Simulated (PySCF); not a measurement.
## SiH under electron impact: the energy ladder

CCSD(T) in PySCF with def2-TZVPPD on every atom, for the lowest determinant that a PBE0 search found; no spin–orbit coupling.

| species | state (unpaired electrons) | Re (Å) | ωe (cm⁻¹) | energy of the minimum from the neutral (eV) | De (eV) | dissociates to |
| --- | --- | --- | --- | --- | --- | --- |
| SiH | doublet (π ↑) | 1.524 | 2042 | 0.00 | 3.12 | Si + H |
| SiH⁺ | singlet (closed shell) | 1.507 | 2161 | 7.86 | 3.37 | Si⁺ + H |

Problem. Work out the lowest energy to break SiH into atoms, from its vibrational ground state.

Solution. D0 = De − ωe/2 = 3.12 − 0.13 = 2.99 eV (CCSD(T)/def2-TZVPPD).

Problem. Work out the ionisation energy of the Si atom at this level and the threshold of dissociative ionisation.

Solution. IE(Si) = 7.86 + 3.37 − 3.12 = 8.11 eV, so Si⁺ + H + e⁻ appears at D0 + IE(Si) = 11.10 eV (CCSD(T)/def2-TZVPPD). The measured IE(Si) is 8.152 eV (NIST ASD).

These are thermodynamic thresholds; the onsets seen under electron impact lie higher where the geometry changes, and cross-sections peak well above them.

Correlated steps freeze 5 core orbitals. For an ion De counts to the pair picked by the measured ionisation energies or electron affinities, which need not be the lowest pair at this level. Where the molecule has an RHF reference, its open-shell atoms are computed with UHF. States were picked by a PBE0 search and need not be the measured ground states.
